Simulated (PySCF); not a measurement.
**Löwdin shares of the frontier orbitals**

Compound: (CH3CH2)2CHF, C5H11F.
Cartesian coordinates in Å at the GFN2-xTB level; atoms count from 1:
```xyz
17
C5H11F angstrom
C     -2.5136    0.3800    0.2108
C     -1.2812   -0.5137    0.2853
C      0.0034    0.2635    0.0101
F     -0.0495    0.7568   -1.2852
C      1.2582   -0.5947    0.1498
C      2.5299    0.2189   -0.0618
H     -3.4170   -0.2053    0.3614
H     -2.5698    0.8596   -0.7630
H     -2.4708    1.1537    0.9744
H     -1.2049   -0.9653    1.2754
H     -1.3627   -1.3151   -0.4516
H      0.0661    1.1505    0.6549
H      1.2088   -1.3984   -0.5875
H      1.2610   -1.0430    1.1445
H      2.6185    0.9935    0.6971
H      2.5112    0.6945   -1.0392
H      3.4054   -0.4232   -0.0055
```

The calculation used TDDFT CAM-B3LYP/def2-SVPD, vertical, gas phase, core orbitals frozen in the response (PySCF).

Kohn–Sham orbitals with the atoms that hold most of them (Löwdin shares over 4%, at most four atoms; ? is withheld):

```
orbital  ε (eV)                              atoms
 LUMO+2    2.00  H13 11%, H11 11%, H12 11%, H10 8%
 LUMO+1    1.83      C6 17%, C1 17%, H17 9%, H7 9%
   LUMO       ?                                  ?
   HOMO  -10.32     C3 21%, F4 16%, C5 15%, C2 15%
 HOMO-1  -10.57                                  ?
 HOMO-2  -11.15     C5 14%, C2 14%, C6 13%, C1 13%
 HOMO-3  -11.42     C1 13%, C6 13%, C2 12%, C5 12%
```

(1) Which atoms hold the LUMO, and with what shares?

(2) Which atoms hold the HOMO-1, and with what shares?

(3) What is the LUMO energy, and the HOMO–LUMO gap?

Answers

(1) C1 (bonded to C and 3 H) 11%; C6 (bonded to C and 3 H) 11%; C5 (bonded to 2 C and 2 H) 11%; C2 (bonded to 2 C and 2 H) 11%.

(2) F4 (bonded to C) 24%; C3 (bonded to 2 C, F and H) 21%; H12 (bonded to C) 12%; C5 (bonded to 2 C and 2 H) 11%. By element: carbon 32% or more, fluorine 24%, hydrogen 12% or more.

(3) ε(LUMO) = 1.42 eV; the gap is 11.74 eV (0.4316 hartree).

**Question.** The HOMO–LUMO gap is 11.74 eV. Where does the response calculation put the lowest singlet, and from which orbitals?

**Answer.** S1 is at 8.80 eV (f = 0.0054), 2.95 eV below the gap, made of HOMO→LUMO (92%). 

**Question.** Give energy, strength and leading configuration of S1, S2, S4 and S5, and follow the Löwdin shares of the leading atoms from the occupied to the empty orbital.

**Answer.** 
- S1 (8.80 eV, f 0.0054), HOMO→LUMO (92%): C3 21% → at most 11%, F4 16% → at most 11%, C1 at most 16% → 11%, C6 at most 16% → 11%
- S2 (9.08 eV, f 0.011), HOMO-1→LUMO (85%): F4 24% → at most 11%, C3 21% → at most 11%, C1 at most 12% → 11%, C6 at most 12% → 11%
- S4 (9.45 eV, f 0.0013), HOMO→LUMO+1 (83%): C3 21% → at most 9%, F4 16% → at most 9%, C6 at most 16% → 17%, C1 at most 16% → 17%
- S5 (9.46 eV, f 0.0005), HOMO-2→LUMO (71%): C5 14% → 11%, C2 14% → 11%, C1 13% → 11%, C6 13% → 11%

Löwdin shares depend on the basis, the more so with diffuse functions.

The run took 30 s of wall time on x86-64 server, one thread, on a shared host.

One conformer stands for the species.
